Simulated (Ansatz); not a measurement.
CH$_{6}$BN, closed shell: at a first-order saddle point.

Input (in.yaml):

```yaml
crystal:
  periodic: [false, false, false]
  atoms:
    - {symbol: B, position_ang: [-0.625664, -0.068107, -0.555474]}
    - {symbol: C, position_ang: [0.427094, 0.574031, 0.764100]}
    - {symbol: N, position_ang: [-0.097474, -1.225087, -0.972663]}
    - {symbol: H, position_ang: [0.545102, -0.515149, 0.064711]}
    - {symbol: H, position_ang: [-1.528669, 0.697362, -0.726903]}
    - {symbol: H, position_ang: [1.347006, 0.163128, 1.208416]}
    - {symbol: H, position_ang: [0.686377, 1.546020, 0.347764]}
    - {symbol: H, position_ang: [-0.301439, 0.655016, 1.569108]}
    - {symbol: H, position_ang: [-0.452434, -1.827313, -1.699059]}
basis:
  gaussian: {orbitals: def2-TZVPP}
hamiltonian: {xc: {name: B3LYP}, dispersion: d4}
```

Launched with

```bash
ansatz run in.yaml --threads 2 --pin off --events-out ev --progress --plain --max-ram 4352MiB
```

Output of Ansatz 0.2.0:

```
Functional definition: B3LYP
  name "B3LYP"
  cite "Stephens, Devlin, Chabalowski & Frisch, J. Phys. Chem. 98, 11623 (1994) doi:10.1021/j100096a001"
  cite "Becke, Phys. Rev. A 38, 3098 (1988) doi:10.1103/PhysRevA.38.3098"
  cite "Lee, Yang & Parr, Phys. Rev. B 37, 785 (1988) doi:10.1103/PhysRevB.37.785"
  cite "Vosko, Wilk & Nusair, Can. J. Phys. 58, 1200 (1980) doi:10.1139/p80-159"
  parameter a0 = 0.2
  parameter ax = 0.72
  parameter ac = 0.81
  exchange = (1 - a0 - ax)*slater_x + ax*b88_x + a0*exact_x
  correlation = (1 - ac)*vwn_rpa_c + ac*lyp_c
858 factors; their error is unknown
mean field evaluation 1: about -3289.4100 eV, gradient 7.5e1 eV
mean field evaluation 2: about -3266.3116 eV, gradient 1.1e2 eV
mean field evaluation 4: about -3300.6031 eV, gradient 9.2e0 eV
mean field evaluation 8: about -3300.7780 eV, gradient 4.5e-1 eV
mean field -3300.77831707 eV, -121.3013658046 hartree, gradient 4.4e-5 eV, S^2 0.000000; 0 other end points of the search recorded, 0 dependent functions left out
reference -3300.77855998 eV, -121.3013747312 hartree; 12, 12 occupied and 165, 165 virtual orbitals, 858 factors
Total energy: -3300.95083951 eV, -121.3077058873 hartree
```

Hardware: 2 CPU threads of an Intel Xeon Platinum 8488C, shared host. Wall time about 1.3 s.
